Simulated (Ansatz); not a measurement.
# H₂Cl+ (singlet): the correlation ladder at distance Cl1–H2 = 4.546 Å, 6-31G

How much of the correlation energy of H₂Cl+ (singlet) does each wave-function method recover here?

Program: Ansatz 0.2.0, Gaussian basis. Level of theory: 6-31G, core rule «outside noble gas», up to 5 orbitals frozen. These are calculated values, not measurements.

To be run: UHF; CCSD(T) on RHF; CCSD(T) on UHF; BCCD(T) on RHF; CISD; CCSDT(Q) on RHF; CCSDT(Q) on UHF; CISDTQ; CCSDTQ on RHF; CCSDTQ on UHF; CASSCF and MRCISD+Q, 2 electrons in 2 orbitals; CASSCF and NEVPT2, 2 electrons in 2 orbitals; CASSCF and MRCISD+Q, 8 electrons in 6 orbitals; CASSCF and MRCISD+Q(relaxed), 8 electrons in 6 orbitals; CASSCF and NEVPT2, 8 electrons in 6 orbitals; Full CI.

14 further runs of the same task are left out: 9 that didn't finish, 5 set aside as unsound or not needed. Runs told in other sessions of the task aren't counted.

## (1) The geometry

The geometry derives from a PBE0/def2-TZVP stationary point (not a proven minimum). One bond is set to the value named and the two fragments are kept rigid.

3 atoms, charge 1, spin multiplicity 1.

Atoms are counted from 1 here; the program's logs count them from 0.

Bond lengths: Cl1–H3 1.310 Å.

## (2) UHF

The input, in.yaml:

```yaml
crystal:
  periodic: [false, false, false]
  atoms:
    - {symbol: Cl, position_ang: [0.000000, -0.106874, 0.063950]}
    - {symbol: H, position_ang: [0.000000, 2.977140, -3.275956]}
    - {symbol: H, position_ang: [0.000000, 0.782027, 1.026606]}
basis:
  gaussian: {orbitals: 6-31G}
total_charge: 1
magnetization: {spin_polarized: true, initial_magnetization: 0}
hamiltonian: {xc: hf}
output: {orbitals: {seedname: orbitals}}
```

The run is started by

```sh
$ ansatz run in.yaml --threads 1 --pin off --events-out ev --progress --plain --max-ram 2393MiB
```

The runs that follow: CCSD(T) on RHF; CCSD(T) on UHF; BCCD(T) on RHF; CISD; CCSDT(Q) on RHF; CCSDT(Q) on UHF; CISDTQ; CCSDTQ on RHF; CCSDTQ on UHF; CASSCF and MRCISD+Q, 2 electrons in 2 orbitals; CASSCF and NEVPT2, 2 electrons in 2 orbitals; CASSCF and MRCISD+Q, 8 electrons in 6 orbitals; CASSCF and MRCISD+Q(relaxed), 8 electrons in 6 orbitals; CASSCF and NEVPT2, 8 electrons in 6 orbitals; Full CI.

Before running them: what should the planned runs give, taken together? Wanted: FCI from the RHF energy; RMP2 from FCI; UMP2 from FCI; UCCSD(T) from FCI; UCCSDT(Q) from FCI; NEVPT2 pair from FCI; MRCISD+Q pair from FCI; NEVPT2 valence from FCI; T1 diagnostic.

As calculated:

| quantity | value |
| --- | --- |
| FCI from the RHF energy | -2.8385 eV |
| RMP2 from FCI | +1348.8 meV |
| UMP2 from FCI | +258.9 meV |
| UCCSD(T) from FCI | +2.7 meV |
| UCCSDT(Q) from FCI | +0.3 meV |
| NEVPT2 pair from FCI | +258.9 meV |
| MRCISD+Q pair from FCI | -4.6 meV |
| NEVPT2 valence from FCI | +165.8 meV |
| levels within 1 kcal/mol (43 meV) | UCCSD, UCCSD(T), UCCSDT, CISDTQ, UCCSDT(Q), UCCSDTQ, MRCISD pair, MRCISD+Q pair, MRCISD valence, MRCISD+Q valence, MRCISD+Q(relaxed) valence |
| T1 diagnostic | 0.080 |
| effectively unpaired electrons | 1.99 |

UCCSD(T) lands +2.7 meV from the yardstick (0.1 % of the correlation energy). MRCISD+Q pair falls below full CI: the +Q correction isn't variational, and the cores differ from full CI's. The occupations show strong static correlation (2.0 unpaired electrons where one determinant has 0). Coupled cluster on one determinant still stays close here. Of the multireference levels listed MRCISD+Q(relaxed) valence comes nearest in total energy (+2.5 meV), which doesn't show that its space is the better one. These misses are within one basis, not against nature.

The restricted and unrestricted ladders end 1.28 eV apart at CCSDT(Q), which points to two states or an unsound top rung; rows of one don't measure the error of the other.
